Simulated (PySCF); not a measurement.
**Frontier levels across methods**

Species: C3H3NOS.
SMILES with atom numbers: `[SH:1][c:2]1[cH:3][cH:4][n:5][o:6]1` (hydrogens: H7 on S1; H8 on C3; H9 on C4)

Basis pcSseg-2 throughout (PySCF), one geometry. Isolated species at its PBE0-D3(BJ)/def2-SVP geometry (one conformer only).

How do the orbital energies, the gap and the dipole change with the method?

```json
{"method": "BLYP", "kind": "GGA", "HOMO (eV)": "-5.72", "LUMO (eV)": "-1.37", "gap (eV)": "4.34", "μ (D)": "2.07", "SCF cycles": "16"}
{"method": "B97-D", "kind": "GGA", "HOMO (eV)": "-5.82", "LUMO (eV)": "-1.41", "gap (eV)": "4.41", "μ (D)": "2.01", "SCF cycles": "16"}
{"method": "OPBE", "kind": "GGA", "HOMO (eV)": "-5.86", "LUMO (eV)": "-1.38", "gap (eV)": "4.48", "μ (D)": "1.86", "SCF cycles": "17"}
{"method": "KT2", "kind": "GGA", "HOMO (eV)": "-5.87", "LUMO (eV)": "-1.44", "gap (eV)": "4.43", "μ (D)": "1.99", "SCF cycles": "16"}
{"method": "PBE", "kind": "GGA", "HOMO (eV)": "-5.87", "LUMO (eV)": "-1.49", "gap (eV)": "4.39", "μ (D)": "1.99", "SCF cycles": "17"}
{"method": "KT3", "kind": "GGA", "HOMO (eV)": "-5.89", "LUMO (eV)": "-1.44", "gap (eV)": "4.45", "μ (D)": "1.96", "SCF cycles": "17"}
{"method": "BP86", "kind": "GGA", "HOMO (eV)": "-5.96", "LUMO (eV)": "-1.57", "gap (eV)": "4.39", "μ (D)": "2.01", "SCF cycles": "16"}
{"method": "LDA", "kind": "LDA", "HOMO (eV)": "-6.05", "LUMO (eV)": "-1.71", "gap (eV)": "4.34", "μ (D)": "2.06", "SCF cycles": "15"}
{"method": "B97-2", "kind": "global hybrid", "HOMO (eV)": "-6.71", "LUMO (eV)": "-0.62", "gap (eV)": "6.09", "μ (D)": "2.04", "SCF cycles": "14"}
{"method": "B3LYP", "kind": "global hybrid", "HOMO (eV)": "-6.74", "LUMO (eV)": "-0.80", "gap (eV)": "5.94", "μ (D)": "2.13", "SCF cycles": "14"}
{"method": "PBE0", "kind": "global hybrid", "HOMO (eV)": "-6.95", "LUMO (eV)": "-0.56", "gap (eV)": "6.38", "μ (D)": "2.05", "SCF cycles": "14"}
{"method": "mPW1PW91", "kind": "global hybrid", "HOMO (eV)": "-6.96", "LUMO (eV)": "-0.58", "gap (eV)": "6.38", "μ (D)": "2.07", "SCF cycles": "14"}
{"method": "BHandHLYP", "kind": "global hybrid", "HOMO (eV)": "-7.87", "LUMO (eV)": "0.46", "gap (eV)": "8.33", "μ (D)": "2.21", "SCF cycles": "13"}
{"method": "CAM-B3LYP", "kind": "range-separated hybrid", "HOMO (eV)": "-8.21", "LUMO (eV)": "0.54", "gap (eV)": "8.74", "μ (D)": "2.14", "SCF cycles": "13"}
{"method": "wB97X-D", "kind": "range-separated hybrid", "HOMO (eV)": "-8.72", "LUMO (eV)": "1.22", "gap (eV)": "9.95", "μ (D)": "2.06", "SCF cycles": "14"}
{"method": "HF", "kind": "Hartree–Fock", "HOMO (eV)": "-9.23", "LUMO (eV)": "2.60", "gap (eV)": "11.83", "μ (D)": "2.29", "SCF cycles": "13"}
{"method": "LC-wPBE", "kind": "range-separated hybrid", "HOMO (eV)": "-9.53", "LUMO (eV)": "1.65", "gap (eV)": "11.18", "μ (D)": "2.04", "SCF cycles": "15"}
```

The HOMO spans 3.81 eV, from BLYP down to LC-wPBE, and the gap runs from 4.34 eV (LDA) to 11.83 eV (HF). Over the methods BLYP (0 %), B97-D (0 %), OPBE (0 %), KT2 (0 %), PBE (0 %), KT3 (0 %), BP86 (0 %), LDA (0 %), B97-2 (21 %), B3LYP (20 %), PBE0 (25 %), mPW1PW91 (25 %), BHandHLYP (50 %), HF (100 %), a straight line through the gap against the share of exact exchange rises by 0.75 eV for each 10 % (correlation coefficient 0.999). The dipole ranges from 1.86 D (OPBE) to 2.29 D (HF). This basis has no diffuse functions.

The vertical ΔSCF ionisation energy at B3LYP/def2-SVPD is 8.99 eV; −ε(HOMO) comes closest to it with HF (9.23 eV).
